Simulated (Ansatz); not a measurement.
DMSO (C₂H₆OS), SMILES CS(C)=O.

Geometry: B3LYP-D3(BJ)/def2-SVP.

Two levels are set side by side: PBE/def2-SVPD (Ansatz, a program for electronic structure) and PBE0/def2-SVPD (Ansatz). Energy differences of separate SCF runs at the same geometry; the states with an electron removed or added have multiplicity 2 and 2. Differences are taken from unrounded values.

```json
[
 {"quantity": "vertical ionisation energy (eV)", "PBE0": "8.93"},
 {"quantity": "vertical singlet–triplet gap (eV)", "PBE0": "5.05"}
]
```

Question: What does PBE give, and how far is it from PBE0? (The exact figures need the calculation; the answer reports its results.)

Answer: 
```json
[
 {"quantity": "vertical ionisation energy (eV)", "PBE": "8.88", "PBE minus PBE0": "-0.05"},
 {"quantity": "vertical singlet–triplet gap (eV)", "PBE": "4.93", "PBE minus PBE0": "-0.12"}
]
```
